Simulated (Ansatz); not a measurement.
# CH3BN+ (SMILES BN=[CH+]): single points off equilibrium

The task here is to estimate one member of a computed series from the others.

Program: Ansatz 0.2.0, Gaussian basis. Level of theory: single points in def2-TZVPP. These are calculated values, not measurements.

Cores are frozen in the correlated methods.

## Where the work starts

SMILES `BN=[CH+]`, 6 atoms, charge 1, spin multiplicity 1.

Atoms are counted from 1 here; the program's logs count them from 0.

Bond lengths: B1–N2 1.448 Å, B1–H4 1.099 Å, B1–H5 1.204 Å, N2–C3 1.098 Å, C3–H6 1.045 Å. Angles: N2–B1–H4 121.2°, N2–B1–H5 115.8°, H4–B1–H5 122.2°, B1–N2–C3 172.0°, N2–C3–H6 167.4°.

Coordinates:

```xyz
6
CH3BN
B    -0.6275    0.7014   -0.5578
N     0.1638   -0.2209    0.2296
C     0.7902   -0.9937    0.6951
H    -1.1607    0.3687   -1.4597
H    -0.5085    1.8657   -0.2765
H     1.2960   -1.6481    1.3335
```

The first run:

Contents of run/in.yaml:

```yaml
crystal:
  periodic: [false, false, false]
  atoms:
    - {symbol: B, position_ang: [-0.627500, 0.701400, -0.557800]}
    - {symbol: N, position_ang: [0.163800, -0.220900, 0.229600]}
    - {symbol: C, position_ang: [0.790200, -0.993700, 0.695100]}
    - {symbol: H, position_ang: [-1.160700, 0.368700, -1.459700]}
    - {symbol: H, position_ang: [-0.508500, 1.865700, -0.276500]}
    - {symbol: H, position_ang: [1.296000, -1.648100, 1.333500]}
basis:
  gaussian: {orbitals: def2-TZVPP}
total_charge: 1
correlation: {method: ccsd_t}
output: {forces: true}
```

The command line of these runs was not kept.

Among the steps run: CCSD(T)/def2-TZVPP; PBE0-D4/def2-TZVPP; wB97M-V/def2-TZVPP; r2SCAN-D4/def2-TZVPP; PBE-D4/def2-TZVPP; BHLYP-D4/def2-TZVPP; BLYP-D4/def2-TZVPP.

One of the session's tables, all rows but one given; the rest of the session is left out.

| method | RMS force component (eV/Å) | angle to CCSD(T) forces (°) |
| --- | --- | --- |
| CCSD(T) | 2.283 | reference |
| PBE0-D4 | 2.007 | 7.5 |
| wB97M-V | ? | ? |
| r2SCAN-D4 | 2.155 | 6.5 |
| PBE-D4 | 2.453 | 8.0 |
| BHLYP-D4 | 1.584 | 14.1 |
| BLYP-D4 | 2.386 | 5.8 |

Q: Estimate the row for wB97M-V from the others.

As computed: RMS force component (eV/Å): 1.915; angle to CCSD(T) forces (°): 5.6. In the column «RMS force component (eV/Å)» it lies between BHLYP-D4 (1.584) and PBE0-D4 (2.007).
